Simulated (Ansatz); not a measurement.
A calculation with Ansatz (development build ahead of 0.2.0).

```yaml
crystal:
  periodic: [false, false, false]
  atoms:
    - { symbol: C, position_ang: [-0.0063, -0.04792, -0.67624] }
    - { symbol: "N", position_ang: [0.02747, -0.12593, 0.68353] }
    - { symbol: H, position_ang: [0.03017, 0.91562, 1.10401] }
    - { symbol: H, position_ang: [0.00198, -1.02525, -1.21727] }
    - { symbol: H, position_ang: [-0.07185, 0.85099, -1.2373] }
basis:
  gaussian: { orbitals: "6-31G" }
hamiltonian:
  xc: hf
correlation:
  method: mp2
  frozen_orbitals: { C: 1, H: 0, "N": 1 }
```

The input is written out in the form of the current development build from the run's settings.

The run gave:

```yaml
Converged: yes
Reference_energy: -93.95849 hartree
Correlation_energy: -0.21742 hartree
Total_energy: -94.17590 hartree
Spin_squared_of_the_determinant: 0.000
```
